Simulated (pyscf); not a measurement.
Homolytic dissociation enthalpies at 298 K of Br–Sn, Cl–Ge, F–Ge, F–Sn, I–Si bonds in 7 gas-phase molecules, in kJ/mol. Optimised with ωB97X-D3(BJ)/def2-SVP in PySCF. Both columns use the same structures and thermal terms. Rows were drawn at random from the closed-shell molecules with such a bond whose radicals are computed, keep their shape and have no isomer in the data more than 5 kcal/mol lower.

```
row                   molecule                       radicals  B3LYP-D3(BJ)/def2-TZVP  ωB97M-D3(BJ)/def2-TZVP
---  -------------------------  -----------------------------  ----------------------  ----------------------
1        F–GeH(SiH₃)–GeH₂–SiH₃       F• + H₃Si–GeH•–GeH₂–SiH₃                   490.8                   495.0
2             HO–Sn(OH)(OH)–Br            HO–Sn•(OH)–OH + Br•                   303.2                   312.4
3             H₃Si–SiH(SiH₃)–I            H₃Si–SiH•–SiH₃ + I•                   309.2                   307.8
4    HO–Ge(GeH₃)(GeH₃)–GeH₂–Cl  HO–Ge(GeH₂•)(GeH₃)–GeH₃ + Cl•                   387.1                   397.2
5          H₃C–Ge(CH₃)(CH₃)–Cl         H₃C–Ge•(CH₃)–CH₃ + Cl•                   429.0                   441.5
6               H₃C–Sn(F)(F)–F              H₃C–Sn•(F)–F + F•                   455.4                   468.8
7       Cl–Ge(GeH₃)(GeH₃)–GeH₃      Cl• + H₃Ge–Ge•(GeH₃)–GeH₃                   376.4                       ?
```

### Question
Fit a line that carries the B3LYP-D3(BJ) values to the last column and predict row 7.

### Answer
In the 6 complete rows the last column lies -1.4 to 13.4 kJ/mol from B3LYP-D3(BJ) (mean 8.0, median 9.6). Least squares gives y = -3.9 + 1.03·x with residuals of 4.8 kJ/mol (root mean square). For row 7: -3.9 + 1.03 × 376.4 = 383.8 kJ/mol. The computed value is 382.9 kJ/mol, 0.9 under the line. Left out: the spin-orbit lowering of Br, Cl, F, I, which is large for Br, Se, Te and I. Elements up to Kr have no core potential and no relativistic terms here. Elements past Kr carry the def2 core potentials, without spin-orbit coupling.
